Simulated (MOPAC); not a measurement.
MOPAC input (PM7):

```
PM7 PRECISE GNORM=0.05 LET XYZ UHF MS=0.5 GEO-OK AUX(PRECISION=9) THREADS=1
AlF2

Al   -0.00224844 1    0.48080362 1    0.00489246 1
F     1.43233011 1   -0.34050959 1   -0.00814095 1
F    -1.42908236 1   -0.35398453 1    0.00107407 1
```

### Question
What heat of formation does the run end on?

### Answer
-156.03 kcal/mol.
